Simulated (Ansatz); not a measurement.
## SbPd: computed properties

All numbers below come from DFT PBEsol, scalar-relativistic, plane waves, PAW in Ansatz.

Cutoff 420 eV; k points 12×12×8 on the computed 4-atom cell (Γ-centred); Gaussian smearing, width 0.10 eV; no spin polarisation.

The structure is relaxed at this level of theory with its symmetry kept. Whether it is the stable form of this composition wasn't checked.

```cif
data_structure
_symmetry_space_group_name_H-M 'P 1'
_symmetry_Int_Tables_number 1
_cell_length_a 4.0877
_cell_length_b 4.0877
_cell_length_c 5.5724
_cell_angle_alpha 90.000
_cell_angle_beta 90.000
_cell_angle_gamma 120.000
_cell_volume 80.64
loop_
_atom_site_label
_atom_site_type_symbol
_atom_site_fract_x
_atom_site_fract_y
_atom_site_fract_z
_atom_site_occupancy
Sb1 Sb 0.33333 0.66667 0.25000 1
Sb2 Sb 0.66667 0.33333 0.75000 1
Pd1 Pd 0.00000 0.00000 0.00000 1
Pd2 Pd 0.00000 0.00000 0.50000 1
```

(1) Formation energy from the elements' standard states (uncorrected)?

(2) Density of states at the Fermi level?

(3) Löwdin character within 0.5 eV of the Fermi level?

(4) Bulk modulus?

(5) Its pressure derivative?

(6) Bader charges (e)?

Spin-orbit coupling is left out, which matters for the bands of heavy elements.

## Answers

(1) -0.457 eV/atom.

(2) 1.74 states/eV per cell.

(3) Sb 5p 55 %, Pd 4d 31 %, Sb 5s 9 %, unprojected 5 %.

(4) 122 GPa.

(5) 5.1.

(6) Sb (2 in the cell) 0.47, Pd (2 in the cell) -0.47.

Cost: 9 runs of about 6.1 core-minutes in all, on Arm Neoverse V2 (shared hosts).